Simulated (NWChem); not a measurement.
## Lowest excitation of C₂H₃F

```
C
C 1 1.3259
F 1 1.3288 2 122.79
H 2 1.0902 1 119.59 3 180.00
H 2 1.0920 4 119.31 1 180.00
H 1 1.0951 2 124.90 4 0.00
```
Charge 0, spin multiplicity 1.

Everything below was run with NWChem. Structure: optimised with PBE0/def2-SVP, a minimum by its harmonic frequencies.

Basis set: def2-SVPD.

The cost column gives rough processor time relative to CIS; each entry includes its own SCF.

The correlated methods keep 3 core orbitals frozen. B3LYP has NWChem's definition, with VWN1-RPA local correlation. The structure started from a generated list of species. Coupled-cluster values serve here as a point of comparison, not as the truth.

```json
[
 {"method": "EOM-CCSD", "lowest vertical singlet excitation energy (eV)": "?", "relative cost": "10"},
 {"method": "TDA-BHandHLYP", "lowest vertical singlet excitation energy (eV)": "7.54", "relative cost": "under 3"},
 {"method": "TD-B3LYP", "lowest vertical singlet excitation energy (eV)": "7.16", "relative cost": "3"},
 {"method": "CIS", "lowest vertical singlet excitation energy (eV)": "7.93", "relative cost": "1"},
 {"method": "TD-PBE", "lowest vertical singlet excitation energy (eV)": "?", "relative cost": "under 3"}
]
```

Task: What belongs in the gaps?

Result: 
- EOM-CCSD, lowest vertical singlet excitation energy (eV): 7.79
- TD-PBE, lowest vertical singlet excitation energy (eV): 6.95
